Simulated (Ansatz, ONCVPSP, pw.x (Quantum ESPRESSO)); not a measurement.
**What a changed setting does to a pw.x run (sc H)**

Potential: optimised norm-conserving Vanderbilt (ONCV), ONCVPSP 4.0.1, PBEsol; core none, reference 1s0.75; waves: 1s: rc 1.00 bohr, ncon 3, nbas 6, qcut 7 1/bohr, local; p scattering state at 0.14 Ha: rc 1.00 bohr, ncon 4, nbas 8, qcut 9.6 1/bohr, 1 projector; local part: the s channel; core correction: none.

The reference run (k-mesh 18³, cutoffs 60/240 Ry, Fermi–Dirac 0.01 Ry, mixing_beta 0.4, conv_thr 1e-9, no spin) gives 1.41 GPa at 2.993 Å³/atom, where all-electron LAPW gives 1.30 GPa. This run, with its own iteration cap, changes smearing to mv.

```
&control
  calculation='scf', prefix='x', pseudo_dir='./', outdir='./tmp', tstress=.true., disk_io='none'
/
&system
  ibrav=0, nat=1, ntyp=1, ecutwfc=60, ecutrho=240, nbnd=7,
  occupations='smearing', smearing='mv', degauss=0.01
/
&electrons
  conv_thr=1e-09, mixing_beta=0.4, electron_maxstep=70
/
ATOMIC_SPECIES
H 1.0 H.UPF
CELL_PARAMETERS angstrom
  1.44112695 0.00000000 0.00000000
  0.00000000 1.44112695 0.00000000
  0.00000000 0.00000000 1.44112695
ATOMIC_POSITIONS crystal
H 0.0000 0.0000 0.0000
K_POINTS automatic
18 18 18 0 0 0
```

```bash
pw.x < H.scf.in > H.scf.out
```

Task: How does the run end?

Result: It converges in 4 iterations; the free energy moves by +2.7 meV/atom and the pressure by -0.14 GPa. This scheme is built to cancel the term in the square of the width that Fermi–Dirac smearing leaves in the F of a metal.

```
Message from routine setup:
     using ibrav=0 with symmetry is DISCOURAGED, use correct ibrav instead
     lattice parameter (alat)  =       2.7233  a.u.
     unit-cell volume          =      20.1978 (a.u.)^3
     number of electrons       =         1.00
     number of Kohn-Sham states=            7
     kinetic-energy cutoff     =      60.0000  Ry
     charge density cutoff     =     240.0000  Ry
     scf convergence threshold =      1.0E-09
     Exchange-correlation= PBESOL
     number of k points=   220  Marzari-Vanderbilt smearing, width (Ry)=  0.0100
     iteration #  1     ecut=    60.00 Ry     beta= 0.40
     total energy              =      -1.08061089 Ry
     estimated scf accuracy    <       0.00003523 Ry
     iteration #  2     ecut=    60.00 Ry     beta= 0.40
     total energy              =      -1.08062118 Ry
     estimated scf accuracy    <       0.00001311 Ry
     iteration #  3     ecut=    60.00 Ry     beta= 0.40
     total energy              =      -1.08062156 Ry
     estimated scf accuracy    <          1.8E-09 Ry
     iteration #  4     ecut=    60.00 Ry     beta= 0.40
     the Fermi energy is     3.1487 ev
!    total energy              =      -1.08062156 Ry
     estimated scf accuracy    <          1.9E-11 Ry
     smearing contrib. (-TS)   =      -0.00001980 Ry
     The total energy is F=E-TS. E is the sum of the following terms:
     one-electron contribution =       0.60155992 Ry
     hartree contribution      =       0.02569616 Ry
     xc contribution           =      -0.66601127 Ry
     ewald contribution        =      -1.04184657 Ry
     convergence has been achieved in   4 iterations
          total   stress  (Ry/bohr**3)                   (kbar)     P=       12.66
     Message from routine punch:
     Nothing written, as per user request (disk_io='none')
```

The run took about 2.1 s on one core of a shared host (Intel(R) Xeon(R) Processor @ 2.60GHz, 24 threads, 32 GiB, load 5).
